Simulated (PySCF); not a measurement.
Species: C4H11OP.
Z-matrix (Å and degrees, GFN2-xTB geometry), rows numbered from 1:
```
C 
C   1  1.5191
P   2  1.8324  1  114.46
O   3  1.4647  2  113.63  1  -172.39
C   3  1.8343  2  108.35  1    59.86
C   5  1.5216  3  108.08  2  -178.04
H   1  1.0872  2  111.03  3   -68.62
H   1  1.0880  2  110.35  3   171.40
H   1  1.0881  2  110.38  3    51.70
H   2  1.0945  1  111.69  3   121.36
H   2  1.0943  1  111.18  3  -119.17
H   3  1.3988  2  103.33  1   -48.79
H   5  1.0896  3  110.88  2   -55.81
H   5  1.0943  3  107.03  2    62.80
H   6  1.0894  5  110.28  3    63.57
H   6  1.0884  5  111.26  3  -175.71
H   6  1.0884  5  109.53  3   -55.28
```

The calculation used TDDFT CAM-B3LYP/def2-SVPD, vertical, gas phase, core orbitals frozen in the response in PySCF.

Kohn–Sham orbitals with the atoms that hold most of them (Löwdin shares over 4%, at most four atoms; ? is withheld):

| orbital | ε (eV) | atoms |
| --- | --- | --- |
| LUMO+2 | 1.86 | H12 23%, H14 13%, P3 10%, O4 9% |
| LUMO+1 | 1.48 | C6 25%, H16 12%, C5 11%, H15 8% |
| LUMO | 1.15 | ? |
| HOMO | ? | ? |
| HOMO-1 | -9.13 | O4 62%, P3 18%, H12 9%, C5 4% |
| HOMO-2 | -11.21 | O4 20%, C6 15%, C2 12%, P3 12% |
| HOMO-3 | -11.45 | O4 46%, P3 13%, C2 8%, C5 7% |

Problem. Give the leading atoms of the LUMO.

Solution. C1 (bonded to C and 3 H) 26%; C2 (bonded to C, P and 2 H) 10%; H7 (bonded to C) 9%; H8 (bonded to C) 9%. By element: carbon 36% or more, hydrogen 18% or more.

Problem. Which atoms hold the HOMO, and with what shares?

Solution. O4 (bonded to P) 56%; P3 (bonded to 2 C, O and H) 14%; C2 (bonded to C, P and 2 H) 10%; C5 (bonded to C, P and 2 H) 9%. By element: oxygen 56%, carbon 19% or more, phosphorus 14%.

Problem. What is the HOMO energy, and the HOMO–LUMO gap?

Solution. ε(HOMO) = -8.99 eV; the gap is 10.14 eV (0.3727 hartree).

Problem. How does S1 compare with the orbital gap of 10.14 eV?

Solution. S1 is at 7.40 eV (f = 0.015), 2.74 eV below the gap, made of HOMO→LUMO+1 (35%), HOMO→LUMO+3 (32%), HOMO→LUMO+4 (10%). Its leading pair isn't HOMO and LUMO; the energies of that pair differ by 10.47 eV. Without the coupling terms of the response equations the lowest excitation would equal the gap.

Next come S2 at 7.46 eV (f 0.0062), HOMO-1→LUMO+1 (28%), HOMO-1→LUMO+3 (26%), HOMO→LUMO (13%); S3 at 7.50 eV (f 0.0018), HOMO→LUMO (66%), HOMO-1→LUMO+3 (9%); S4 at 7.73 eV (f 0.015), HOMO-1→LUMO (50%), HOMO-1→LUMO+1 (13%), HOMO-1→LUMO+2 (11%); S5 at 7.91 eV (f 0.013), HOMO→LUMO+1 (40%), HOMO→LUMO+3 (18%), HOMO→LUMO+2 (12%).

Löwdin shares depend on the basis, the more so with diffuse functions.

On one thread, Arm Neoverse V1, no GPU (shared host), this took 58 s of wall time (grids of density and orbitals included).

One conformer stands for the species.
